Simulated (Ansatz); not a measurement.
```yaml
crystal:
  periodic: [false, false, false]
  atoms:
    - {symbol: Ga, position_ang: [0.000000, 0.000000, -1.754367]}
    - {symbol: N, position_ang: [0.000000, 0.000000, 0.044931]}
    - {symbol: Si, position_ang: [0.000000, 0.000000, 1.709436]}
basis:
  gaussian: {orbitals: def2-TZVP}
magnetization: {spin_polarized: true, initial_magnetization: 2}
hamiltonian: {xc: pbe0}
relax: {f_tol: 0.004, max_steps: 80}
```

```sh
$ ansatz run in.yaml --threads 1 --pin off --events-out ev --progress --plain --max-ram 2176MiB
```

Steps of the relaxation (energy above the last step; positions in Å, forces in eV/Å):

```
3
step 1, 67.8 meV
Ga    0.000    0.000   -1.754    0.000    0.000    0.903
N     0.000    0.000    0.045    0.000    0.000    0.854
Si    0.000    0.000    1.709    0.000    0.000   -1.757
```

```
3
step 2, 19.1 meV
Ga    0.000    0.000   -1.732    0.000    0.000    0.376
N     0.000    0.000    0.046    0.000    0.000    0.659
Si    0.000    0.000    1.686    0.000    0.000   -1.035
```

```
3
step 3, 0.4 meV
Ga    0.000    0.000   -1.711    0.000    0.000   -0.119
N     0.000    0.000    0.053    0.000    0.000    0.016
Si    0.000    0.000    1.658    0.000    0.000    0.103
```

```
3
step 5, 0.0 meV
Ga    0.000    0.000   -1.715    0.000    0.000   -0.002
N     0.000    0.000    0.054    0.000    0.000   -0.002
Si    0.000    0.000    1.661    0.000    0.000    0.004
```

Close pairs at the end: N2–Si3 1.607 Å, Ga1–N2 1.769 Å.

A stationary point of unrestricted PBE0 after 5 steps, with ⟨S²⟩ = 2.020 against 2.00 for a pure state; no frequencies were run, so it isn't proven a minimum. 32 s on 1 thread of Intel Xeon 6975P-C, shared host.
